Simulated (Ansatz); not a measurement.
**C₃H₄N₂O: one species, many methods**

One table from this session's results is given with a row withheld; the runs are named, their logs left out.

Computed with Ansatz 0.2.0, Gaussian basis. Level: functionals in def2-TZVPP, the program's frozen cores in correlated methods.

Plan: LDA (SPW92), PBE-D4, revPBE-D4, BLYP-D4, r2SCAN-D4, B97M-V, PBE0-D4, B3LYP-D4, r2SCANh-D4, r2SCAN0-D4, HSE06-D4, BHLYP-D4, CAM-B3LYP-D4, LC-ωPBE, ωB97X-V, ωB97M-V, B2PLYP, PBE-QIDH; CCSD(T)/def2-SVP; CCSD(T)/def2-TZVPP; MP2/def2-QZVPP; extrapolation to the limit; RPA on PBE.

## Structure used throughout

An earlier PBE0-D4 in a triple-zeta def2 set relaxation fixed the geometry.

SMILES `NC1=NC=C1O`, 10 atoms, charge 0, spin multiplicity 1.

Atoms are counted from 1 here; the program's logs count them from 0.

Bond lengths: N1–C2 1.334 Å, N1–H7 1.006 Å, N1–H8 1.002 Å, C2–N3 1.288 Å, C2–C5 1.523 Å, N3–C4 1.540 Å, C4–C5 1.328 Å, C4–H9 1.079 Å, C5–O6 1.342 Å, O6–H10 0.963 Å. Angles: C2–N1–H7 119.4°, C2–N1–H8 120.2°, H7–N1–H8 119.0°, N1–C2–N3 132.1°, N1–C2–C5 132.4°, N3–C2–C5 95.5°, C2–N3–C4 86.1°, N3–C4–C5 93.1°, N3–C4–H9 127.1°, C5–C4–H9 139.8°, C2–C5–C4 85.4°, C2–C5–O6 131.8°, C4–C5–O6 142.8°, C5–O6–H10 109.3°.

Set-up of the first run:

The input, in.yaml:

```yaml
crystal:
  periodic: [false, false, false]
  atoms:
    - {symbol: N, position_ang: [-0.037667, -1.756640, -0.653584]}
    - {symbol: C, position_ang: [0.088720, -0.704952, 0.157556]}
    - {symbol: N, position_ang: [0.399565, -0.608536, 1.404117]}
    - {symbol: C, position_ang: [0.279057, 0.913798, 1.206964]}
    - {symbol: C, position_ang: [-0.042832, 0.794731, -0.076091]}
    - {symbol: O, position_ang: [-0.351727, 1.506344, -1.171455]}
    - {symbol: H, position_ang: [0.038492, -2.685221, -0.274167]}
    - {symbol: H, position_ang: [-0.403653, -1.637668, -1.579215]}
    - {symbol: H, position_ang: [0.435426, 1.681331, 1.949152]}
    - {symbol: H, position_ang: [-0.322280, 2.445813, -0.960377]}
basis:
  gaussian: {orbitals: def2-TZVPP}
hamiltonian: {xc: lda}
output: {orbitals: {seedname: orbitals}}
```

Among the steps run: LDA; PBE-D4 (GGA); revPBE-D4 (GGA); BLYP-D4 (GGA); r2SCAN-D4 (meta-GGA); B97M-V (meta-GGA); PBE0-D4 (hybrid); B3LYP-D4 (hybrid); r2SCANh-D4 (hybrid); r2SCAN0-D4 (hybrid); HSE06-D4 (hybrid); BHLYP-D4 (hybrid); CAM-B3LYP-D4 (range-separated); LC-ωPBE (range-separated); ωB97X-V (range-separated); ωB97M-V (range-separated); B2PLYP (double hybrid); PBE-QIDH (double hybrid).

One table of the session follows, with a row left open; its other results are not shown here.

It belongs to the step «Orbital energies across the functionals». 

| functional | HOMO (eV) | gap (eV) |
| --- | --- | --- |
| LDA (SPW92) | -4.09 | 2.15 |
| PBE-D4 | -3.88 | 2.20 |
| revPBE-D4 | -3.80 | 2.22 |
| BLYP-D4 | -3.76 | 2.20 |
| r2SCAN-D4 | -4.00 | 2.45 |
| B97M-V | -4.01 | 2.59 |
| PBE0-D4 | ? | ? |
| B3LYP-D4 | -4.84 | 3.87 |
| r2SCANh-D4 | -4.45 | 3.25 |
| r2SCAN0-D4 | -5.12 | 4.46 |
| HSE06-D4 | -4.62 | 3.51 |
| BHLYP-D4 | -6.06 | 6.42 |
| CAM-B3LYP-D4 | -6.40 | 6.82 |
| LC-ωPBE | -7.76 | 9.37 |
| ωB97X-V | -7.36 | 8.91 |
| ωB97M-V | -7.28 | 8.75 |

Q: Estimate the row for PBE0-D4 from the others.

**Answer.** HOMO (eV): -5.02; gap (eV): 4.30. In the column «HOMO (eV)» it lies between r2SCAN0-D4 (-5.12) and B3LYP-D4 (-4.84).
